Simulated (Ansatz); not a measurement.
Basis sets compared for the cluster Li₂S⁻. The state is a doublet with charge -1. Geometry r2SCAN-D4/def2-TZVPD. Ansatz on 4 threads of Arm Neoverse V1 on a shared host; times are rough, and most runs start from earlier orbitals.

```
atom    x (Å)    y (Å)    z (Å)
 Li1  -0.2585   1.3082   0.7467
 Li2   0.1551  -1.4906   0.2998
  S3   0.1034   0.1824  -1.0466
```

At HF/STO-3G, PBE-D4/def2-SVPD, PBE-D4/def2-TZVPD, PBE0-D4/def2-SVPD and others the highest occupied level of the charge -1 doublet lies above zero (up to 1.89 eV). In Hartree–Fock with STO-3G the lack of diffuse functions raises the level. By energy differences its removal costs 0.77 eV (vertical, to the charge 0 singlet, at PBE-D4/def2-TZVPD); a positive level beside a positive removal energy at the same level points to self-interaction error. The structure comes from a short search, and lower isomers may exist.

| level | functions | energy (Eh) | HOMO (eV) | LUMO (eV) | wall time |
| --- | --- | --- | --- | --- | --- |
| HF/STO-3G | 19 | -407.8575 | 1.89 | 6.74 | 0.1 s |
| HF/6-31G | 31 | -412.4627 | -0.42 | 3.42 | 0.15 s |
| PBE-D4/def2-SVPD | 51 | -412.9764 | 0.80 | 1.34 | 0.5 s |
| PBE0-D4/def2-SVPD | 51 | -413.0156 | 0.39 | 1.71 | 0.75 s |

Problem. Estimate the rows for HF/def2-TZVPD, PBE-D4/def2-TZVPD, PBE0-D4/def2-TZVPD (with forces).

Solution. 
| level | functions | energy (Eh) | HOMO (eV) | LUMO (eV) | wall time |
| --- | --- | --- | --- | --- | --- |
| HF/def2-TZVPD | 80 | -412.5172 | -0.58 | 2.68 | 0.25 s |
| PBE-D4/def2-TZVPD | 80 | -413.1165 | 0.81 | 1.29 | 0.65 s |
| PBE0-D4/def2-TZVPD (with forces) | 80 | -413.1537 | 0.40 | 1.63 | 2.4 s |
